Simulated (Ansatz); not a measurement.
Reaction (hydrogen abstraction from a Mg–H bond): `[MgH][Cl]` + `[SiH3]`• → `[Mg][Cl]`• + SiH₄

Computed with Ansatz on PBE0-D4/def2-TZVP structures; ΔE is electronic, products minus reactants. CBS: MP2 limit from def2 TZ/QZ plus the TZ coupled-cluster correction, frozen cores. This one scheme is used for every species. Functionals use def2-TZVPP. No spin–orbit coupling; open shells (•) take unrestricted orbitals. For Mg outer-core shells are correlated without core-valence functions, which leaves a few kJ/mol of doubt a bond.

```
    species  r2SCAN energy (Eh)
`[MgH][Cl]`          -660.89149
  `[SiH3]`•          -291.20754
`[Mg][Cl]`•          -660.28274
       SiH₄          -291.85420
```

Question: Work out ΔE.

Answer: ΔE = (-660.28274) + (-291.85420) − (-660.89149) − (-291.20754) = -0.03791 Eh = -23.8 kcal/mol. CCSD(T)/CBS gives -22.6 kcal/mol.

Largest T1 diagnostic among the species: 0.015.

From PBE to PBE0 (25 % exact exchange), in def2-TZVPP and without D4, ΔE moves by −0.8 kcal/mol. Leaving LDA and LC-ωPBE aside and taking each functional with its dispersion term where it has one, the values, not all of them listed here, spread over 6.7 kcal/mol, from PBE-QIDH to B97M-V. LDA lies −2.7 kcal/mol from PBE without D4.
